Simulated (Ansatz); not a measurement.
Geometry optimisation, Ansatz 0.2.0, UKS B3LYP-D4/def2-SVP.

Input file:

```yaml
crystal:
  periodic: [false, false, false]
  atoms:
    - { symbol: Cl, position_ang: [-0.012, -0.031, -2.8925] }
    - { symbol: H, position_ang: [-0.3017, -0.0503, -1.6336] }
    - { symbol: C, position_ang: [0.0825, 0.0222, 1.1339] }
    - { symbol: O, position_ang: [-0.6333, -0.0419, 0.1786] }
    - { symbol: H, position_ang: [-0.3066, -0.0541, 2.159] }
    - { symbol: H, position_ang: [1.1711, 0.1551, 1.0545] }
magnetization:
  spin_polarized: true
basis:
  gaussian: { orbitals: def2-SVP }
hamiltonian:
  xc: b3lyp
  dispersion: d4
relax:
  f_tol: 0.02
  max_steps: 40
```

Command:

```bash
$ ansatz run input.yaml --threads 1 --pin off --max-ram 2048MiB --backend cpu --events-out ev --progress --plain --runs-dir out
```

Question: Where does it end, and by what steps?

Answer: It converged. After 12 steps the energy has fallen by 0.084 eV; Cl1 moved furthest, 0.65 Å.

```json
{"step": "0", "energy less start (eV)": "0.0000", "largest force component (eV/Å)": "0.649", "accepted": "yes"}
{"step": "1", "energy less start (eV)": "0.0287", "largest force component (eV/Å)": "1.405", "accepted": "no"}
{"step": "2", "energy less start (eV)": "0.0150", "largest force component (eV/Å)": "1.118", "accepted": "no"}
{"step": "3", "energy less start (eV)": "-0.0102", "largest force component (eV/Å)": "0.527", "accepted": "yes"}
{"step": "4", "energy less start (eV)": "-0.0304", "largest force component (eV/Å)": "0.269", "accepted": "yes"}
{"step": "5", "energy less start (eV)": "-0.0399", "largest force component (eV/Å)": "0.172", "accepted": "yes"}
{"step": "6", "energy less start (eV)": "-0.0464", "largest force component (eV/Å)": "0.711", "accepted": "yes"}
{"step": "7", "energy less start (eV)": "0.1295", "largest force component (eV/Å)": "2.697", "accepted": "no"}
{"step": "8", "energy less start (eV)": "-0.0671", "largest force component (eV/Å)": "0.473", "accepted": "yes"}
{"step": "9", "energy less start (eV)": "-0.0779", "largest force component (eV/Å)": "0.226", "accepted": "yes"}
{"step": "10", "energy less start (eV)": "-0.0789", "largest force component (eV/Å)": "0.185", "accepted": "yes"}
{"step": "11", "energy less start (eV)": "-0.0841", "largest force component (eV/Å)": "0.055", "accepted": "yes"}
{"step": "12", "energy less start (eV)": "-0.0845", "largest force component (eV/Å)": "0.012", "accepted": "yes"}
```

```xyz
6
Properties=species:S:1:pos:R:3
Cl 0.435 0.043 -2.429
H -0.428 -0.066 -1.449
C 0.007 0.007 0.974
O -1.000 -0.130 0.323
H -0.017 0.013 2.089
H 1.004 0.133 0.491
```

Whether the end is a true minimum wasn't checked by a vibrational analysis.

The run took 33 s on 1 thread of Arm Neoverse V1, on a shared host, peak memory 0.14 GiB.
